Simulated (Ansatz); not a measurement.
System: α-N2. Method: LDA (PAW; Ansatz, a quantum-chemistry and plane-wave program).

Run with plane-wave cutoff 520 eV, 6×6×6 k mesh, Fermi–Dirac smearing 0.01 eV, scalar-relativistic PAW data made under PBE.

Computed at the level's own relaxed cell.

Estimate the lattice constant a, smallest direct gap on the k points sampled and bulk modulus B0 that the calculation returns.


- lattice constant a = 5.224 Å
- smallest direct gap on the k points sampled = 6.93 eV
- bulk modulus B0 = 5.64 GPa

Measured, for comparison: lattice constant a 5.644 Å (4 K, zero-point motion not removed, our sources range from 5.644 to 5.667; as tabulated in Wyckoff, Crystal Structures 1 (1963), as in the American Mineralogist Crystal …). Computed (rounded) less measured: lattice constant a -7.4 % (-7.4 % to -7.8 % over the range).

Note: the bulk modulus comes from volumes at which shape and atoms were relaxed.
